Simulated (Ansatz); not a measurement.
For hcp Rh (model structure), PBEsol (plane waves, PAW; Ansatz, a program for electronic structure) gives:

| Property | Value |
|---|---|
| equilibrium lattice constant a | 2.689 Å |
| lattice parameter c | 4.336 Å |

Question: What does r²SCAN (plane waves, PAW; Ansatz) give for the same quantities?

Answer: 
- lattice constant a: 2.703 Å (grows by 0.5 %)
- lattice parameter c: 4.357 Å (grows by 0.5 %)

Changes are worked out from the printed values.

Unless a cell is named, each level is at its own relaxed cell (PBEsol 13.57, r²SCAN 13.79 Å³/atom).

Ansatz's density-functional and Hartree–Fock values are scalar-relativistic unless marked +SOC, with PAW data made under PBE.

A model structure was made by putting elements into a prototype or built by hand; it is no filed structure, need not be a known phase, and can be a saddle point held by its symmetry.
